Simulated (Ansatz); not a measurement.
# Reading a saddle point

A first-order saddle point of SiPH7S, singlet, PBE0-D4/def2-TZVP, with one imaginary mode of 1009i cm⁻¹:

Si1  (-0.713, 0.747, -0.571)
S2  (0.148, 0.863, 1.716)
H3  (-0.197, 0.495, -1.951)
H4  (-0.677, 2.245, -0.553)
H5  (-2.111, 0.337, -0.315)
H6  (0.280, -0.436, 0.907)
P7  (0.099, -1.692, -0.501)
H8  (1.359, 1.244, 1.276)
H9  (1.477, -1.459, -0.754)
H10  (0.335, -2.344, 0.746)
(Å)

Program: Ansatz 0.2.0. Basis: def2-TZVPP and def2-QZVPP. Cores are frozen in the correlated methods. Extrapolation: Hartree–Fock as exp(−7.88 √X), correlation as X^−2.97.

Which contacts change along the imaginary mode, and what lies on either side? (A judgement: the text doesn't fix the answer.)

The calculation gives: The step is SiH₄S ([SiH3][SH]) + PH₃ → SiPH₅ ([SiH3][PH2]) + H₂S, with the molecules in contact on both sides. Shortening one way: Si1–P7, S2–H6; lengthening the same way: Si1–S2, H6–P7.
```json
{"pair": "Si1–P7", "one side (Å)": "3.79", "saddle (Å)": "2.57", "other side (Å)": "2.25"}
{"pair": "S2–H6", "one side (Å)": "3.59", "saddle (Å)": "1.54", "other side (Å)": "1.34"}
{"pair": "Si1–S2", "one side (Å)": "2.14", "saddle (Å)": "2.45", "other side (Å)": "3.97"}
{"pair": "H6–P7", "one side (Å)": "1.42", "saddle (Å)": "1.90", "other side (Å)": "4.49"}
```

Which side is lower, and how far does the saddle lie above each? (To be estimated.)

Computed: The side with Si1–S2, H6–P7 short is lower by 0.371 eV; the saddle lies 2.705 eV above it and 2.334 eV above the other (CCSD(T) at an estimated basis limit (MP2 extrapolated from triple and quadruple zeta, plus CCSD(T) − MP2 in triple zeta); electronic energies).

No T1 diagnostic of these runs exceeds 0.015.

Labels in which every atom is bracketed show which atoms are joined, not bond orders.

For scale, one of the runs: CCSD(T)/def2-TZVPP, 224 basis functions, launched by `ansatz run in.yaml --threads 4 --pin off --events-out ev --progress --plain --max-ram 9574MiB`. Hardware: 4 CPU threads of an Arm Neoverse V1, shared host. Wall time 53 s; peak host memory 3.2 GiB.
